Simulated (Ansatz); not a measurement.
**Cost against result**

The pair of HF (SMILES F, atoms 1–2) and CH3F (SMILES CF, atoms 3–7), both closed shells, in one local arrangement (a lower one may exist), relaxed at PBE0-D4/def2-TZVP:

```xyz
7
angstrom
F -0.3604 -0.2534 -2.3784
H 0.1593 0.1162 -1.7007
C -0.0020 -0.0029 0.8695
F 0.7799 0.5597 -0.1394
H 0.6270 -0.6785 1.4487
H -0.8248 -0.5462 0.4045
H -0.3790 0.8053 1.4958
```

Interaction energies are counterpoise-corrected; the time is that of the whole pair.

Program: Ansatz 0.2.0. Basis: as named in each row. Cores are frozen in the correlated methods. B3LYP uses VWN-RPA correlation. Extrapolation: Hartree–Fock as exp(−7.88 √X), correlation as X^−2.97.

Times are rough, for one single point on 2 threads of a shared host (Arm Neoverse V2).

The estimate by CCSD(T) at an estimated basis limit (MP2 extrapolated from triple and quadruple zeta, plus CCSD(T) − MP2 in triple zeta) is -5.89 kcal/mol.

| method | basis | time (s) | interaction energy (kcal/mol) | method less estimate |
| --- | --- | --- | --- | --- |
| HF | STO-3G | under 1 | 1.85 | 7.74 |
| PBE-D4 | STO-3G | under 1 | -2.36 | 3.52 |
| SPW92 | def2-SVP | under 1 | -8.69 | -2.80 |
| B3LYP-D4 | 6-31G | under 1 | -6.98 | -1.09 |
| PBE-D4 | def2-SVP | under 1 | -5.74 | 0.15 |
| PBE0-D4 | def2-SVP | under 1 | -5.96 | -0.07 |
| CCSD(T) | def2-SVP | under 1 | -4.40 | 1.48 |
| PBE-D4 | def2-TZVPPD | 1 | -5.82 | 0.07 |
| revPBE-D4 | def2-TZVPPD | 2 | -4.65 | 1.24 |
| BLYP-D4 | def2-TZVPPD | 2 | -5.39 | 0.49 |
| PBE0-D4 | def2-TZVPPD | 2 | -5.95 | -0.07 |
| HSE06-D4 | def2-TZVPPD | 2 | -5.93 | -0.04 |
| wB97M-V | def2-SVP | 2 | -5.72 | 0.17 |
| B3LYP-D4 | def2-TZVPPD | 2 | -5.90 | -0.01 |
| r2SCAN-D4 | def2-TZVPPD | 3 | -6.27 | -0.39 |
| B2PLYP | def2-TZVPPD | 4 | -5.49 | 0.39 |
| wB97X-V | def2-TZVPPD | 6 | -5.89 | 0.00 |
| wB97M-V | def2-TZVPPD | 6 | -5.87 | 0.01 |
| B97M-V | def2-TZVPPD | 7 | -5.93 | -0.04 |
| MP2 | def2-QZVPPD | 11 | -5.60 | 0.29 |
| CCSD(T) | def2-TZVPPD | 49 | -5.37 | 0.51 |

No T1 diagnostic of these runs exceeds 0.011.
